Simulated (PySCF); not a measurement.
Nitryl fluoride, FNO2.
Atom-mapped SMILES: `[O:1]=[N+:2]([O-:3])[F:4]`
Bond orders are those of one Lewis drawing.

Computed by this run: PySCF 2.14.0, PBE0-D3(BJ)/def2-SVP geometry optimisation, gas phase; density fitting, grid level 1; the optimiser is geomeTRIC in internal coordinates, started from a GFN2-xTB structure with every atom displaced at random (about 0.01 Å).

At the end of the run (lengths in Å): N2–F4 1.428, O1=N2 1.172, N2–O3 1.172, O1–N2–O3 134.9°, O1–N2–F4 112.5°.

**Question.** These geometries were met on the way; a selection of coordinates is given. Order them by energy above the end point, lowest first.
A. N2–F4 1.519, O1=N2 1.118, N2–O3 1.131, O1–N2–O3 139.5°, O1–N2–F4 111.7°
B. N2–F4 1.418, O1=N2 1.180, N2–O3 1.176, O1–N2–O3 132.0°, O1–N2–F4 113.6°
C. N2–F4 1.421, O1=N2 1.175, N2–O3 1.173, O1–N2–O3 132.8°, O1–N2–F4 113.6°
D. N2–F4 1.427, O1=N2 1.171, N2–O3 1.172, O1–N2–O3 134.8°, O1–N2–F4 112.6°

**Answer.** D (0.001 eV), C (0.014 eV), B (0.044 eV), A (0.277 eV).

| step | E above end (eV) | rms distance from the end, all atoms (Å) | largest force (eV/Å) | rms shift of all bonds from the end (Å) |
| --- | --- | --- | --- | --- |
| 5 | 0.001 | 0.003 | 0.190 | 0.001 |
| 4 | 0.014 | 0.014 | 0.872 | 0.005 |
| 3 | 0.044 | 0.024 | 1.655 | 0.008 |
| 0 | 0.277 | 0.040 | 5.655 | 0.066 |

Rows stand in the order of the answer.
